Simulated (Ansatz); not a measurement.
# Other spins and charges of BP₂H, singlet at one geometry

Geometry (PBE0/def2-TZVP stationary point for this spin, not checked as a minimum):

```yaml
atoms:
  - { symbol: P, position_ang: [0.0000, -0.2584, 1.0345] }
  - { symbol: B, position_ang: [0.0000, 1.2536, 0.0000] }
  - { symbol: P, position_ang: [0.0000, -0.2584, -1.0345] }
  - { symbol: H, position_ang: [0.0000, 2.4367, 0.0000] }
```

Basis cc-pVDZ; Ansatz 0.2.0. Correlated methods freeze the noble-gas cores. Prefix R: restricted or restricted open-shell reference; prefix U: unrestricted. Active spaces: valence = (10e, 11o, short of the full valence) chosen from the atoms' valence shells.

Gaps are energies of the second state less the first, at fixed atoms, for a selection of the levels run; each method lands on the state that its own search finds for that charge and spin.

Unrestricted rows (U, and Kohn–Sham where it breaks symmetry) aren't spin-pure: their determinants' ⟨S²⟩ exceeds S(S+1) by up to 0.11, so they mix in states of higher spin. A value is left out where its run failed or describes another state than the reference as far as symmetry and spin tell, or, spin-broken singlets apart, can't be checked.

Triplet less singlet: 1.947 eV at UCCSDT(Q).

```tsv
level	gap (eV)	error (meV)	⟨S²⟩ where 0.1 over S(S+1) (first / second)
UHF	1.559	-388	– / 2.11
RCCSD	1.971	24	– / –
UCCSD(T)	1.965	18	– / 2.11
BCCD(T)	1.962	15	– / –
RCCSDT	1.948	1	– / –
UCCSDT	1.943	-4	– / 2.11
CASSCF (valence space)	2.301	354	– / –
NEVPT2 (valence space)	1.891	-56	– / –
B2PLYP	1.935	-12	– / –
RPA-PBE	1.952	5	– / –
```

Removing an electron, to the doublet: 8.958 eV at UCCSDT(Q).

```
                 level  gap (eV)  error (meV)
                   RHF     8.678         -280
                   UHF     8.492         -466
                  RMP2     8.931          -27
                  CISD     8.920          -38
             RCCSDT(Q)     8.960            2
CASSCF (valence space)     8.651         -307
NEVPT2 (valence space)     8.902          -56
                   PBE     9.125          167
                  PBE0     9.252          294
               RPA-PBE     9.061          103
```

In so small a basis the reference is far from its limit while semilocal and hybrid functionals are nearer theirs (RPA and double hybrids share part of the reference's basis error), so the functionals' errors here hold much of the reference's basis and frozen-core error, which can add to them or hide them.

Full CI isn't at hand for all of this; UCCSDT(Q) serves as the reference, and is uncertain by the last step of the cluster series or more. The frozen core follows each run's orbitals, which can shift R against U totals by a few meV.
